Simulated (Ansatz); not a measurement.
Working through a relaxed scan of one distance of BClF, SMILES F[B]Cl

Computed with the Ansatz DFT code, driven from Python.

Run as a notebook:

**Cell 1**
```python
import ansatz as az
import numpy as np
```

**Cell 2**
```python
geometry_ang = [
    ("F", (0.5753, 1.1455, 0.4307)),
    ("B", (-0.4337, 0.3009, -0.2018)),
    ("Cl", (-0.1526, -1.5111, -0.2422)),
]
system = az.Crystal.molecule()
for symbol, xyz in geometry_ang:
    system = system.atom(symbol, xyz)
```

**Cell 3**
```python
calculation = (
    system.calculation()
    .basis(gaussian="def2-SVP")
    .functional("HF")
    .spin("collinear", total=1)
    .scf(lower_state_search="standard")
)
symbols = [site.symbol for site in system.cartesian_sites]
pairs = [(0, 1), (1, 2)]
print("held (A)   E (eV)        ", "  ".join(f"{symbols[i]}{i}-{symbols[j]}{j}" for i, j in pairs))
for length in [1.34, 1.46, 1.58, 1.75, 1.97]:
    data = calculation.relax(constraints=[az.DistanceConstraint((0, 1), at=length)], force_tolerance=0.02, max_steps=60).run().report
    xyz = np.array(data["positions_ang"])
    print(f"{length:6.2f} {data['free_energy_ev']:14.5f}  ", "  ".join(f"{np.linalg.norm(xyz[i] - xyz[j]):.3f}" for i, j in pairs))
```
Output:
```text
held (A)   E (eV)         F0-B1  B1-Cl2
DeckWarning: relax.constraints: the input's atoms, or those drawn, lie off the distances that are held; a relaxation that starts there is brought onto them ahead of its first SCF, by positions alone, an atom by 6.00e-2 Å at the most. With the symmetry [...]
  1.34   -15875.45268   1.340  1.742
  1.46   -15875.00833   1.460  1.726
  1.58   -15874.32290   1.580  1.713
  1.75   -15873.23167   1.750  1.698
  1.97   -15871.93655   1.970  1.688
```

These settings explore the input space; basis and method may be short of convergence. Warnings are shown shortened and without file and line. The energies are electronic: no zero-point or thermal terms, and the basis set is short of its limit. The species is open-shell (spin multiplicity 2). The expectation value of S² is noticeably off S(S+1) in at least one run, so that state is spin-contaminated. Timing: 15 s on 1 thread of Arm Neoverse V1, on a shared host, peak memory 0.15 GiB.
